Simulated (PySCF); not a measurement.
Molecule: `InChI=1S/C5H11N/c1-2-5-3-6-4-5/h5-6H,2-4H2,1H3/p+1`.

Atoms are numbered as in `[CH3:1][CH2:2][CH:3]1[CH2:4][NH2+:5][CH2:6]1` (H(Xn): hydrogen on atom n). Ha(C4), Ha(N5), Ha(C6) are cis to C2 on the ring; Hb(C4), Hb(N5), Hb(C6) are trans to C2 on the ring.

Geometry PBE0-D3(BJ)/def2-SVP throughout; GIAO in PySCF 2.14, gas phase, one conformer, non-relativistic; equivalent atoms averaged; functional PBE0.

For orientation, 6-311+G(2d,p) gives these absolute shieldings σ: C3 149.2, C2 156.5, C1 176.0, Hb(N5) 27.03, Ha(N5) 27.26, Ha(C4)/Ha(C6) 27.28, H(C3) 28.17, H(C2) 29.77, H(C1) 30.50 ppm.

A run gave: C3 162.7, C2 170.8, C1 187.7, Hb(N5) 28.48, Ha(N5) 28.78, Ha(C4)/Ha(C6) 28.01, H(C3) 28.89, H(C2) 30.56, H(C1) 31.26 ppm (absolute shieldings σ).

**Question.** Which basis set was used in that run?
A. pcSseg-1
B. STO-3G
C. 6-31G
D. 6-31G*

**Answer.** C. Ha(N5) tells them apart best: 6-31G gives 28.78, STO-3G gives 28.09, 6-31G* gives 27.98, pcSseg-1 gives 27.02 ppm.
